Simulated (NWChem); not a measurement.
# Basis-set dependence for methyl formate (C2H4O2)

SMILES: C(OC)=O
```xyz
8

C     -1.3748    -0.3031     0.1031
O     -0.0616    -0.8209     0.2551
C      0.9305     0.0230    -0.0131
O      0.8004     1.1597    -0.3652
H     -1.5542     0.0098    -0.9363
H     -2.0599    -1.1132     0.3778
H     -1.5314     0.5666     0.7583
H      1.9011    -0.4932     0.1413
```
Charge 0, spin multiplicity 1.

All runs are NWChem calculations. Structure: optimised with PBE0/def2-SVP, a minimum by its harmonic frequencies. It is one conformer; others weren't searched.

Hartree-Fock energies in Ha, correlation energies in mHa.

The correlated methods keep 4 core orbitals frozen. Coupled-cluster values serve here as a point of comparison, not as the truth.

| basis | functions | RHF | MP2 | SCS-MP2 | CCSD | CCSD+T(CCSD) | CCSD(T) |
|---|---|---|---|---|---|---|---|
| STO-3G | 24 | -224.79453 | -205.1 | -214.1 | -245.7 | -254.1 | -252.9 |
| cc-pVDZ | 76 | -227.80618 | -637.1 | -622.9 | -664.4 | -686.2 | -684.5 |

From STO-3G to cc-pVDZ the Hartree-Fock energy moves by -3011.6 mHa and the MP2 correlation energy by -432.0 mHa, which is 68 % of its value in the larger set.
